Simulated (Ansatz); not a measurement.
A made-up structure of CH₆AlSi (charge -1), singlet:

C1  (-0.584, 1.179, -0.993)
Si2  (0.564, -1.163, 1.593)
Al3  (0.029, -0.606, -0.603)
H4  (0.235, 1.899, -1.083)
H5  (-1.242, 1.519, -0.188)
H6  (-1.161, 1.205, -1.923)
H7  (1.114, -0.887, -1.630)
H8  (1.255, -2.360, 1.919)
H9  (-0.193, -0.684, 2.696)
(Å)

It is relaxed with PBE-D4/def2-SVPD and then PBE0-D4/def2-TZVPD (Ansatz 0.2.0). Atoms count as bonded within 1.22 times the sum of their covalent radii (H–H: 0.88 Å). The end point is not checked to be a true minimum.

Does its bonding change? (Judge from chemistry; the calculation decides.)

The calculation gives: No: no bond forms or breaks.

Where it ends: The first stage lowers the energy by 0.69 eV in 8 steps. It ends as CH₆AlSi ([CH3][AlH][SiH2]), total charge -1:
```json
{"atom": "C1", "x (Å)": "-0.6054", "y (Å)": "1.2320", "z (Å)": "-0.9713"}
{"atom": "Si2", "x (Å)": "0.8832", "y (Å)": "-1.0268", "z (Å)": "1.8059"}
{"atom": "Al3", "x (Å)": "0.3786", "y (Å)": "-0.4262", "z (Å)": "-0.4317"}
{"atom": "H4", "x (Å)": "0.0751", "y (Å)": "1.9808", "z (Å)": "-1.3960"}
{"atom": "H5", "x (Å)": "-1.1370", "y (Å)": "1.6958", "z (Å)": "-0.1345"}
{"atom": "H6", "x (Å)": "-1.3435", "y (Å)": "1.0030", "z (Å)": "-1.7510"}
{"atom": "H7", "x (Å)": "1.1801", "y (Å)": "-0.9990", "z (Å)": "-1.7372"}
{"atom": "H8", "x (Å)": "0.9934", "y (Å)": "-2.5423", "z (Å)": "1.8219"}
{"atom": "H9", "x (Å)": "-0.4085", "y (Å)": "-0.8163", "z (Å)": "2.5816"}
```

Labels in which every atom is bracketed show which atoms are joined, not bond orders.

For scale, one of the runs: PBE0-D4/def2-TZVPD relaxation, 177 basis functions, launched by `ansatz run in.yaml --threads 2 --pin off --events-out ev --progress --plain --max-ram 4352MiB`. Hardware: 2 CPU threads of an Arm Neoverse V1, shared host. Wall time about 40 s.
